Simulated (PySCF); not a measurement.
Delta-SCF ions had no search for a lower state. 

## H₂O, SMILES `O` (charge 0, multiplicity 1)

Calculation: PySCF 2.14.0 with PBE0-D4/def2-TZVP // PBE0-D4/def2-SVP.

```
Property                                                        Value
--------------------------------------  -----------------------------
HOMO                                                         -8.90 eV
dipole moment                                               0.437 e·Å
HOMO–LUMO gap                                                 9.73 eV
LUMO                                                          0.83 eV
vertical ionisation energy (Delta-SCF)                       12.53 eV
total energy                                              -76.3774 Ha
cost                                    around 6 core-seconds (rough)
```

```xyz
3

O     -0.0031     0.3989     0.0000
H     -0.7525    -0.2052     0.0000
H      0.7555    -0.1936     0.0000
```
